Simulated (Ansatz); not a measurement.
A made-up structure of CH₅BN (charge -1), singlet:

C1  (-0.849, 0.711, -0.671)
B2  (-0.038, 0.217, 0.439)
N3  (0.733, -1.057, 0.444)
H4  (-0.946, 0.199, -1.635)
H5  (0.327, 1.293, 0.618)
H6  (0.046, 0.822, 1.505)
H7  (0.922, -1.449, -0.468)
H8  (1.580, -1.062, 0.993)
(Å)

It is relaxed with PBE-D4/def2-SVPD and then PBE0-D4/def2-TZVPD (Ansatz 0.2.0). Atoms count as bonded within 1.22 times the sum of their covalent radii (H–H: 0.88 Å). The end point is not checked to be a true minimum.

Does its bonding change? (Judge from chemistry; the calculation decides.)

The calculation gives: Yes. Formed: C1–H5; broken: B2–H5.

Where it ends: The first stage lowers the energy by 4.17 eV in 18 steps. It ends as CH₅BN ([CH2][BH][NH2]), total charge -1:
| atom | x (Å) | y (Å) | z (Å) |
| --- | --- | --- | --- |
| C1 | -0.3980 | 0.8735 | -0.5209 |
| B2 | 0.1630 | 0.1367 | 0.6079 |
| N3 | 0.6998 | -1.2518 | 0.5512 |
| H4 | -0.4500 | 0.4824 | -1.5433 |
| H5 | -0.8393 | 1.8657 | -0.4192 |
| H6 | 0.2070 | 0.6110 | 1.7402 |
| H7 | 0.9352 | -1.5828 | -0.3750 |
| H8 | 1.4578 | -1.4614 | 1.1835 |

Labels in which every atom is bracketed show which atoms are joined, not bond orders.

For scale, one of the runs: PBE0-D4/def2-TZVPD relaxation, 156 basis functions, launched by `ansatz run in.yaml --threads 2 --pin off --events-out ev --progress --plain --max-ram 4352MiB`. Hardware: 2 CPU threads of an Arm Neoverse V1, shared host. Wall time about 20 s.
